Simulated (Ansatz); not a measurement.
We consider rutile CrO2, described by rVV10 in Ansatz (plane waves, PAW).

Settings: plane-wave cutoff 520 eV, 12×12×18 k mesh (along the axes of the cell as run), Fermi–Dirac smearing 0.05 eV, spin-polarised with parallel moments, scalar-relativistic PAW data made under PBE.

Energies at three volumes about the minimum:

```
V (Å³/atom)  E − E_lowest (meV/atom)
-----------  -----------------------
9.527                           2.94
9.721                           0.00
9.916                           2.74
```

Fit a parabola by hand: where is the minimum, and what is the bulk modulus?

Slopes: (0.00 − 2.94)/(9.721 − 9.527) = -15.155 and (2.74 − 0.00)/(9.916 − 9.721) = 14.051 meV/Å³. Curvature E″ = 2 × (14.051 − (-15.155))/(9.916 − 9.527) = 150.159 meV/Å⁶. From the middle of the first interval, the slope vanishes at V0 = 9.6240 − (-15.155)/150.159 = 9.725 Å³/atom. B = V0 E″ = 9.725 × 150.159 meV/Å³ × 0.1602 GPa per meV/Å³ = 234 GPa. The full Birch–Murnaghan fit to all volumes gives V0 = 9.721 Å³/atom and B0 = 234 GPa.

Shape and atoms are relaxed at each volume.

Measured, for comparison: bulk modulus 242 ± 2 GPa (temperature not stated, not corrected to a static lattice, equation of state from high-pressure X-ray diffraction; as tabulated in Datta et al. (2023), arXiv:2307.04584). Computed (rounded) less measured: bulk modulus -3 %.

Note: the bulk modulus comes from volumes at which shape and atoms were relaxed.

Ansatz is a first-principles code.
